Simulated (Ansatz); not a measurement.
Si2S⁺. The state is a doublet with charge 1. Geometry PBE-D4/def2-TZVP.

```xyz
3

Si   -0.6580   -0.6048    1.0831
Si    0.5473   -0.5326   -1.1784
S     0.1107    1.1374    0.0953
```

HSE06 is defined as in plane-wave codes, on full-range PBE exchange. The structure comes from a short search, and lower isomers may exist.

Q: Estimate the α-spin orbital energies around the gap (eV) in Ansatz with PBE-D4/def2-TZVP, BLYP-D4/def2-TZVP, PBE0-D4/def2-SVP, HSE06-D4/def2-TZVP, BHLYP-D4/def2-TZVP.

A: 
| orbital | PBE-D4/def2-TZVP | BLYP-D4/def2-TZVP | PBE0-D4/def2-SVP | HSE06-D4/def2-TZVP | BHLYP-D4/def2-TZVP |
| --- | --- | --- | --- | --- | --- |
| HOMO−5 | -17.92 | -17.67 | -19.70 | -19.12 | -20.91 |
| HOMO−4 | -17.28 | -17.03 | -19.06 | -18.40 | -20.11 |
| HOMO−3 | -13.77 | -13.48 | -14.97 | -14.39 | -15.54 |
| HOMO−2 | -13.33 | -13.12 | -14.62 | -14.07 | -15.41 |
| HOMO−1 | -12.76 | -12.56 | -13.95 | -13.40 | -14.63 |
| HOMO | -11.62 | -11.33 | -12.71 | -12.21 | -13.28 |
| LUMO | -9.54 | -9.31 | -8.82 | -9.08 | -7.66 |
| LUMO+1 | -9.11 | -8.89 | -8.41 | -8.63 | -7.18 |
| LUMO+2 | -7.38 | -7.18 | -6.79 | -7.02 | -5.72 |
| LUMO+3 | -6.26 | -6.09 | -5.35 | -5.77 | -4.43 |
| LUMO+4 | -5.81 | -5.63 | -4.68 | -5.24 | -3.80 |
| LUMO+5 | -3.33 | -3.13 | -1.51 | -2.85 | -1.49 |
| β HOMO | -12.62 | -12.43 | -13.79 | -13.26 | -14.51 |
| β LUMO | -10.51 | -10.37 | -9.87 | -10.04 | -8.71 |
